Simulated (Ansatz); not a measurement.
Basis-set extrapolation for CH$_{6}$BSi, SMILES `C[B][SiH3]` radical (PBE0-D4/def2-TZVP geometry, frozen core, Ansatz). Multiplicity 2, UHF reference.

```
                      def2-TZVPP   def2-QZVPP
                 HF  -354.935295  -354.947274
    MP2 correlation    -0.379026    -0.404428
CCSD(T) correlation    -0.444863      not run
```

Energies in hartree. Use E(X) = E(∞) + A·exp(−7.88·√X) for Hartree–Fock and E(X) = E(∞) + B·X^(−2.97) for correlation, with X = 3 and 4, and add CCSD(T) minus MP2 of the smaller set to the MP2 limit.

Q: What is the CCSD(T) energy at the basis-set limit?

A: HF limit: -354.947274 + (-0.011979) × 0.13774 = -354.94892. MP2 limit: -0.404428 + (-0.025402) × 0.74074 = -0.42324. Higher-order term: -0.444863 − (-0.379026) = -0.06584. Total: -355.43800 hartree, 36.3 kcal/mol below CCSD(T)/def2-TZVPP.
